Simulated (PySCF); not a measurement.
Compound: phosphaethyne, CHP.
Bonds: C1–P2 (triple). Hydrogens: H3 on C1.

The closed-shell ground state was solved at several levels (PySCF, density fitting, gas phase, non-relativistic). Geometry: PBE0-D3(BJ)/def2-SVP; no solvent, vibrations or thermal averaging.

```json
{"level": "CAM-B3LYP/pcSseg-2", "basis functions": "93", "HOMO (eV)": "-9.41", "LUMO (eV)": "-0.35", "gap (eV)": "9.06", "dipole (D)": "0.32"}
{"level": "PBE0/pcSseg-1", "basis functions": "46", "HOMO (eV)": "-8.19", "LUMO (eV)": "-1.38", "gap (eV)": "6.81", "dipole (D)": "0.47"}
```

Task: Estimate the row for wB97X-D/def2-SVPD, a basis of 52 functions; the other rows only guide the guess.

Result: HOMO -9.97 eV, LUMO 0.44 eV, gap 10.41 eV, dipole 0.45 D.

Task: Over all these levels, which gives the widest orbital gap and which the narrowest?

Result: wB97X-D/def2-SVPD (range-separated hybrid) has the widest, 10.41 eV, and PBE0/pcSseg-1 (global hybrid, 25 % exact exchange) the narrowest, 6.81 eV. Functional and basis both differ between the two, so the spread mixes both effects.

Task: How far do the dipole and the HOMO energy spread over the levels?

Result: The dipole runs from 0.32 to 0.47 D (mean 0.41 D) and the HOMO from -9.97 to -8.19 eV.
